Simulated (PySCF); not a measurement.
**HF (hydrogen fluoride): B3LYP/6-31G(d) (spherical functions, preoptimised minimum)**

Aim: an optimisation with harmonic vibrations of HF (hydrogen fluoride). 

Program for the calculation: PySCF 2.14.0.

6 further runs of the same task are left out: 6 set aside as unsound or not needed.

### 1 The system as given

HF has 2 atoms, charge 0, and is taken as a singlet. As SMILES, `F`. The coordinates come from a PBE0-D4/def2-TZVP symmetrised relaxation. The run starts from this shape.

Bond lengths: F1–H2 0.920 Å.

### 2 An optimisation with harmonic vibrations at B3LYP/6-31G(d) (spherical functions, preoptimised minimum)

Input file input.py:

```python
from pyscf import gto, dft, symm
from pyscf.hessian import thermo
from pyscf.geomopt.geometric_solver import kernel as optimise

mol = gto.M(
    atom='''
F      0.000000     0.000000    -0.459981
H      0.000000     0.000000     0.459981
''',
    charge=0,
    verbose=3,
    basis='6-31g*',
    max_memory=1860,
    spin=0,
)

mf = dft.RKS(mol, xc='b3lyp')
mf.grids.level = 4
mf.conv_tol = 1e-10
converged, mol_eq = optimise(mf, maxsteps=80)
print('converged:', converged)
print(mol_eq.tostring())

mf.reset(mol_eq)
mol = mol_eq
mf.kernel()
e_tot = mf.e_tot
print('Final energy', e_tot)
hess = mf.Hessian().kernel()
modes = thermo.harmonic_analysis(mol, hess)
thermo.dump_normal_mode(mol, modes)
symm.geom.TOLERANCE = 1e-3  # for the symmetry number
th = thermo.thermo(mf, modes['freq_au'], 298.15, 101325)
thermo.dump_thermo(mol, th)
```

Command:

```console
OMP_NUM_THREADS=1 python input.py
```

The log of the run:

```text
maxiter                   80
----------------------------------------------------------
Custom engine selected.
Bonds will be generated from interatomic distances less than 1.20 times sum of covalent radii
6 internal coordinates being used (instead of 6 Cartesians)
Internal coordinate system (atoms numbered from 1):
Distance 1-2
Translation-X 1-2
Translation-Y 1-2
Translation-Z 1-2
Rotation-A 1-2
Rotation-B 1-2
Rotation-C 1-2
> ===== Optimization Info: ====
> Job type: Energy minimization
> Maximum number of optimization cycles: 80
> Initial / maximum trust radius (Angstrom): 0.100 / 0.300
> Convergence Criteria:
> Will converge when all 5 criteria are reached:
>  |Delta-E| < 1.00e-06
>  RMS-Grad  < 3.00e-04
>  Max-Grad  < 4.50e-04
>  RMS-Disp  < 1.20e-03
>  Max-Disp  < 1.80e-03
> === End Optimization Info ===

Geometry optimization cycle 1
Cartesian coordinates (Angstrom)
 Atom        New coordinates             dX        dY        dZ
   F   0.000000   0.000000  -0.459981    0.000000  0.000000  0.000000
   H   0.000000   0.000000   0.459981    0.000000  0.000000  0.000000

WARN: Mole.unit (angstrom) is changed to Bohr

converged SCF energy = -100.417947508375
--------------- RKS_Scanner gradients ---------------
         x                y                z
0 F     0.0000000000    -0.0000000000     0.0166995400
1 H     0.0000000000     0.0000000000    -0.0166985221
----------------------------------------------
cycle 1: E = -100.417947508  dE = -100.418  norm(grad) = 0.023616
Step    0 : Gradient = 1.670e-02/1.670e-02 (rms/max) Energy = -100.4179475084
Hessian Eigenvalues: 5.00000e-02 5.00000e-02 5.00000e-02 ... 5.00000e-02 5.00000e-02 6.50597e-01

Geometry optimization cycle 2
Cartesian coordinates (Angstrom)
 Atom        New coordinates             dX        dY        dZ
   F  -0.000000   0.000000  -0.466783   -0.000000  0.000000 -0.006802
   H  -0.000000  -0.000000   0.466761   -0.000000 -0.000000  0.006780
converged SCF energy = -100.418175466548
--------------- RKS_Scanner gradients ---------------
         x                y                z
0 F     0.0000000000     0.0000000000     0.0013149512
1 H     0.0000000000     0.0000000000    -0.0013133035
----------------------------------------------
cycle 2: E = -100.418175467  dE = -0.000227958  norm(grad) = 0.00185846
Step    1 : Displace = 6.791e-03/6.791e-03 (rms/max) Trust = 1.000e-01 (=) Grad = 1.314e-03/1.315e-03 (rms/max) E (change) = -100.4181754665 (-2.280e-04) Quality = 1.064
Hessian Eigenvalues: 5.00000e-02 5.00000e-02 5.00000e-02 ... 5.00000e-02 5.00000e-02 5.99398e-01

Geometry optimization cycle 3
Cartesian coordinates (Angstrom)
 Atom        New coordinates             dX        dY        dZ
   F  -0.000000  -0.000000  -0.467382   -0.000000 -0.000000 -0.000599
   H  -0.000000  -0.000000   0.467323    0.000000  0.000000  0.000561
converged SCF energy = -100.418176979849
--------------- RKS_Scanner gradients ---------------
         x                y                z
0 F     0.0000000000     0.0000000000     0.0000689859
1 H    -0.0000000000    -0.0000000000    -0.0000673410
----------------------------------------------
cycle 3: E = -100.41817698  dE = -1.5133e-06  norm(grad) = 9.64047e-05
Step    2 : Displace = 5.801e-04/5.801e-04 (rms/max) Trust = 1.414e-01 (+) Grad = 6.817e-05/6.899e-05 (rms/max) E (change) = -100.4181769798 (-1.513e-06) Quality = 1.050
Hessian Eigenvalues: 4.99978e-02 5.00000e-02 5.00000e-02 ... 5.00000e-02 5.00000e-02 5.68321e-01

Geometry optimization cycle 4
Cartesian coordinates (Angstrom)
 Atom        New coordinates             dX        dY        dZ
   F  -0.000000  -0.000000  -0.467432   -0.000000 -0.000000 -0.000050
   H   0.000000   0.000000   0.467336    0.000000  0.000000  0.000013
converged SCF energy = -100.418176983956
--------------- RKS_Scanner gradients ---------------
         x                y                z
0 F     0.0000000000     0.0000000000     0.0000010818
1 H    -0.0000000000     0.0000000000     0.0000005626
----------------------------------------------
cycle 4: E = -100.418176984  dE = -4.10661e-09  norm(grad) = 1.21931e-06
Step    3 : Displace = 3.175e-05/3.175e-05 (rms/max) Trust = 2.000e-01 (+) Grad = 8.622e-07/1.082e-06 (rms/max) E (change) = -100.4181769840 (-4.107e-09) Quality = 0.997
Hessian Eigenvalues: 4.99978e-02 5.00000e-02 5.00000e-02 ... 5.00000e-02 5.00000e-02 5.68321e-01
Converged! =D

converged: True
F          -0.00000000       -0.00000000       -0.46743224
H           0.00000000        0.00000000        0.46733596
converged SCF energy = -100.418176983956
Final energy -100.41817698395604
Mode                                 0
Irrep
Freq [cm^-1]                     3951.5774
Reduced mass [au]                   1.0585
Force const [Dyne/A]                9.7383
Char temp [K]                    5685.4401
Normal mode                   x     y     z
       0   F                -0.00 -0.00 -0.05
       1   H                 0.00  0.00  0.97
temperature 298.1500 [K]
pressure 101325.00 [Pa]
Rotational constants [GHz] inf 604.22783 604.22783
Symmetry number 1
Zero-point energy (ZPE) 0.00900 [Eh]   23635.682 [J/mol]
                           tot       elec      trans        rot        vib
Entropy [J/mol/K]       173.802      0.000    146.112     27.690      0.000
Cv [J/mol/K]             20.786      0.000     12.472      8.314      0.000
Cp [J/mol/K]             29.101      0.000     20.786      8.314      0.000
Internal energy [J/mol]                      3718.434   2478.956  23635.682
Internal energy [Eh]   -100.40681  -100.41818
Enthalpy [J/mol]                             6197.391   2478.956  23635.682
Enthalpy [Eh]          -100.40587
Gibbs free energy [J/mol]                  -37365.800  -5776.853  23635.682
Gibbs free energy [Eh] -100.42561
```

Wall time 3.9 s (1 thread of Intel Xeon 6975P-C (Granite Rapids), shared host); peak memory 0.28 GiB.

### 3 What came out

At B3LYP/6-31G* (spherical functions, preoptimised minimum):

| quantity | value |
| --- | --- |
| total energy | -100.41818 Eh |
| dipole moment | 1.86 D |
| HOMO energy | -10.21 eV |
| LUMO energy | 1.73 eV |
| HOMO–LUMO gap | 11.93 eV |
| harmonic wavenumber | 3952 cm⁻¹ |
| zero-point energy | 23.6 kJ/mol |
| ideal-gas entropy at 298.15 K (symmetry number 1 as used) | 41.5 cal/(mol K) |

At the final geometry: Bond lengths: F1–H2 0.935 Å. The one mode is real, so the shape is a minimum at this level.
